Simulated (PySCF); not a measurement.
Bonds broken one at a time in the series Si Cl-Br. All species are isolated molecules in the gas phase. Strings in code marks are SMILES.

These are B3LYP-D3(BJ)/def2-TZVP in PySCF values and carry that method's errors. B3LYP has the VWN-RPA correlation part, as in Gaussian. 

```tsv
species	dipole moment (D)
whole molecule (`Cl[Si](Cl)(Cl)Cl`)	0.00
radical fragment (`Cl[Si](Cl)Cl`)	0.63
radical fragment (`[Cl]`)	0.00
whole molecule (`Cl[Si](Cl)(Cl)Br`)	0.09
radical fragment (`[Si](Cl)(Cl)Br`)	0.59
radical fragment (`[Br]`)	0.00
whole molecule (`Cl[Si](Cl)(Br)Br`)	0.11
```
